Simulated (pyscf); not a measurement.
`[CH3][SiH][SiH3]` [doublet] + `[H][H]` → `[CH3][SiH2][SiH3]` + `[H]` [doublet], a hydrogen abstraction (doublet surface; H–H broken, H–Si formed). Structures and frequencies: ωB97X-D3(BJ)/def2-SVP in PySCF. Energies in kcal/mol from the separated reactants.

Small-basis levels: PySCF, no dispersion term, spherical d functions. AM1 to PM7: differences of heats of formation from MOPAC, which are fitted to 298 K values and so differ in kind from electronic energies by zero-point and thermal terms. GFN2-xTB: tblite. Open shells are spin-unrestricted. 

| level | barrier | reaction energy |
|---|---|---|
| HF/3-21G | 23.1 | +13.5 |
| HF/6-31G* | 19.2 | +7.6 |
| MP2/6-31G* | 20.1 | +10.2 |
| SVWN5/6-31G* | 10.0 | +15.4 |
| B3LYP/3-21G | 20.5 | +20.8 |
| B3LYP/LANL2DZ | ? | +19.9 |
| B3LYP/6-311+G** | ? | +17.9 |
| GFN2-xTB | 1.2 | -1.8 |
| AM1 | 33.7 | +38.3 |
| PM3 | 23.0 | +39.3 |
| PM6 | 31.4 | +44.0 |
| PM7 | 55.4 | +65.6 |
| ωB97M-D3(BJ)/def2-TZVP | ? | +13.8 |

Q: Complete the blanks.

A: 
- B3LYP/LANL2DZ, barrier: 20.0
- B3LYP/6-311+G**, barrier: 18.0
- ωB97M-D3(BJ)/def2-TZVP, barrier: 17.7

Against the last row the barrier runs from -16.5 (GFN2-xTB) to +37.7 kcal/mol (PM7). At SVWN5/6-31G*, B3LYP/3-21G, AM1, PM3, PM6, PM7 this geometry lies under one side, so the entry may be no barrier of that level: it is a single point on another level's saddle. ωB97M-D3(BJ)/def2-TZVP has limits of its own. One saddle was located; it need not be the lowest between these sides. The angle at the transferred H is 174°.
